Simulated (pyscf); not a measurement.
PySCF, gas phase, ωB97X-D3(BJ)/def2-SVP geometries.

Task: Estimate the classical barrier height and the reaction energy of H₂N–SiH₂–O–SiH₂–OH → cyclic H₄O₂Si₂ (SMILES O1[SiH2]O[SiH2]1) + NH₃ at M06-2X/def2-TZVP. The step runs on the singlet surface, breaks N–Si, H–O and forms O–Si, H–N; take the reactant's lowest minimum found as zero.

Result: ΔE‡ = 1.41 eV, ΔE = +1.00 eV. ωB97M-D3(BJ)/def2-TZVP gives 1.29 eV and +0.96 eV. Zero-point energy shifts the barrier by +0.01 eV. It is a concerted two-bond exchange, with an imaginary mode of 286i cm⁻¹. On the product side the descent ends in an adduct with a Si–Si, N–Si contact, 0.57 eV under the separated species and 0.90 eV under the saddle at ωB97X-D3(BJ)/def2-TZVP. What is counted as broken (N–Si) persists as a longer contact in the product adduct; parting that adduct is a step of its own. cyclic H₄O₂Si₂ (SMILES O1[SiH2]O[SiH2]1) is closed by a dative Si–Si contact. One saddle was located; it need not be the lowest between these sides.
